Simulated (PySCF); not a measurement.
A spin–spin coupling run with PySCF 2.14.0 with density-fitted response routines (density fitting, non-relativistic, gas phase) on Fluoroborane Ion (SMILES [BH+]F):

```
$ OMP_NUM_THREADS=1 python probes_run.py task.json out

{"job": {"kind": "j", "xc": "BHandHLYP", "basis": "pcJ-1"}, "charge": 1, "multiplicity": 1}
B     -0.004670    -0.035518    -0.014295
F      1.209729    -0.013127    -0.028274
H     -1.198499    -0.053635    -0.002431
```

Hardware: 1 thread of an Intel Xeon Platinum 8488C, shared host. The job also computes field gradients.

Q: How large is the calculation?

A: 14 electrons, 64 basis functions and 223 auxiliary functions.

Q: How long does it take, and how much memory does it need?

A: 0.93 s of wall time, with 10 SCF cycles; peak memory 0.26 GiB. Times on a shared host scatter by some tens of per cent.

Q: And these other runs on the same molecule and hardware: spin–spin coupling at B3LYP/aug-cc-pVTZ-J; spin–spin coupling at B3LYP/def2-TZVP; spin–spin coupling at B3LYP/pcJ-0; spin–spin coupling at B3LYP/pcJ-2; spin–spin coupling at B97-2/pcJ-1; spin–spin coupling at CAM-B3LYP/pcJ-1?

A: B3LYP/aug-cc-pVTZ-J: 112 functions, 1.7 s; B3LYP/def2-TZVP: 68 functions, 0.99 s; B3LYP/pcJ-0: 29 functions, 0.57 s; B3LYP/pcJ-2: 126 functions, 2 s; B97-2/pcJ-1: 64 functions, 0.97 s; CAM-B3LYP/pcJ-1: 64 functions, 1.1 s.
